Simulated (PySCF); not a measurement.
Species: Na₂.
SMILES: `[Na][Na]`

Computed with B3LYP/6-31+G* geometry optimisation, gas phase (PySCF).

Take the most abundant isotopes and a rigid rotor. 

Task: What are the moment of inertia and the rotational constant?

Result: I = 106.143 u·Å², B = 505379 MHz·u·Å²/I = 4761 MHz (0.1588 cm⁻¹, or 0.229 K as hB/k). For two atoms I = μr² with μ = 11.4949 u and r = 3.0387 Å.

Task: List the first levels of a rigid rotor in a Σ state.

Result: E(J) = BJ(J+1): J = 1: 0.318, J = 2: 0.953, J = 3: 1.906, J = 4: 3.176, J = 5: 4.765, J = 6: 6.670 cm⁻¹.

Task: Has it a pure rotational spectrum?

Result: Not by electric dipole: D∞h allows no dipole (computed 0.00 D). Rotational Raman lines (ΔJ = 2) lie at B(4J + 6), spaced by 4B = 0.635 cm⁻¹, with nuclear-spin weights that differ between even and odd J.

Task: Estimate the classical rotational partition function at 100 K, 298.15 K and 500 K.

Result: Point group D∞h, symmetry number σ = 2; q = kT/(σhB), k/h = 20836.6 MHz/K: 219 at 100 K, 652 at 298.15 K, 1090 at 500 K.

Stationary, but not proved a minimum. Constants of a rigid frame at the computed geometry: no zero-point averaging, no centrifugal distortion.
